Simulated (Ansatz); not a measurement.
# CH4AlCl: the cost of one run

All numbers below are computed with Ansatz 0.2.0 (RHF/def2-SVP).

## 1. Starting point

Bond lengths: Al1–C2 2.170 Å, C2–H3 1.110 Å, C2–H4 1.110 Å, C2–H5 1.110 Å, Al1–H6 1.760 Å, Al1–Cl7 2.230 Å. Angles: Al1–C2–H3 70.8°, Al1–C2–H4 134.6°, Al1–C2–H5 112.9°, H3–C2–H4 109.4°, H3–C2–H5 109.4°, H4–C2–H5 109.4°, C2–Al1–H6 44.2°, C2–Al1–Cl7 160.3°, H6–Al1–Cl7 155.5°.

Coordinates:

```xyz
7

Al    0.0000    0.0000    0.0000
C     1.4047    0.0000    1.6540
H     0.4051   -0.3092    2.0245
H     2.1723   -0.7111    2.0245
H     1.6368    1.0203    2.0245
H     1.7519    0.0000    0.1685
Cl   -1.9312    0.0000   -1.1150
```

## 2. Pulling towards end A

Springs on the bonds that form and break draw the guess towards this end; the thresholds are loose.

File input.yaml:

```yaml
crystal:
  periodic: [false, false, false]
  atoms:
    - { symbol: Al, position_ang: [0.0, 0.0, 0.0] }
    - { symbol: C, position_ang: [1.4047, 0.0, 1.654] }
    - { symbol: H, position_ang: [0.4051, -0.3092, 2.0245] }
    - { symbol: H, position_ang: [2.1723, -0.7111, 2.0245] }
    - { symbol: H, position_ang: [1.6368, 1.0203, 2.0245] }
    - { symbol: H, position_ang: [1.7519, 0.0, 0.1685] }
    - { symbol: Cl, position_ang: [-1.9312, 0.0, -1.115] }
basis:
  gaussian: { orbitals: def2-SVP }
hamiltonian:
  xc: hf
relax:
  f_tol: 0.15
  max_steps: 25
  restrain:
    - { distance: [1, 5], at: 2.31, k: 30.0 }
    - { distance: [0, 1], at: 1.97, k: 30.0 }
    - { distance: [0, 5], at: 1.56, k: 30.0 }
```

Launch:

```
ansatz run input.yaml --threads 1 --pin off --max-ram 2048MiB --backend cpu --events-out ev --progress --plain --runs-dir out
```

What time and memory should one allow on 1 thread of Arm Neoverse V1, shared host?

About 12 s, with a peak of 0.12 GiB.
